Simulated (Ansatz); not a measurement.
# Relative stability

Two relaxed structures of CH3NSi, singlet (PBE0-D4/def2-TZVP; forces vanish, vibrations not checked).

A:

N1  (1.123, 0.884, -0.912)
C2  (0.397, 0.198, -0.266)
Si3  (-0.279, -1.187, 0.701)
H4  (0.976, 1.805, -1.302)
H5  (-1.533, -1.340, -0.108)
H6  (-0.683, -0.360, 1.887)
(Å)

B:

```tsv
atom	x (Å)	y (Å)	z (Å)
N1	1.1918	0.8307	-0.7585
C2	0.4208	0.0128	-0.1357
Si3	-0.6091	-1.1592	0.5600
H4	0.8349	1.6290	-1.2717
H5	2.2014	0.7370	-0.7514
H6	-0.4969	-0.2677	1.7949
```

Program: Ansatz 0.2.0. Basis: def2-TZVPP. Cores are frozen in the correlated methods. B3LYP uses VWN-RPA correlation.

(1) Which structure is lower at CCSD(T), and by how much? (Judge from chemistry; the value comes from the calculation.)

The T1 diagnostic stays at or below 0.028. The T1 diagnostic is large here, which may signal multireference character or strong orbital relaxation, so CCSD(T) is less sure. The restricted Hartree–Fock reference is unstable towards an unrestricted one at one or more of these structures.

## Answers

(1) Computed: A, by 38.5 kJ/mol (electronic energy, against the other). By their contacts, A is CH₃NSi ([NH][C][SiH2]) and B is CH₃NSi ([NH2][C][SiH]).

All methods give the same order:

```
   method  E(B) − E(A) (kJ/mol)
   PBE-D4                  38.1
r2SCAN-D4                  42.9
  PBE0-D4                  30.6
 B3LYP-D4                  40.2
  wB97M-V                  27.8
       HF                  27.4
      MP2                  50.2
     CCSD                  32.9
  CCSD(T)                  38.5
```

Labels in which every atom is bracketed show which atoms are joined, not bond orders.

For scale, one of the runs: CCSD(T)/def2-TZVPP, 146 basis functions, launched by `ansatz run in.yaml --threads 2 --pin off --events-out ev --progress --plain --max-ram 4352MiB`. Hardware: 2 CPU threads of an Intel Xeon Platinum 8259CL, shared host. Wall time 13 s; peak host memory 0.87 GiB.
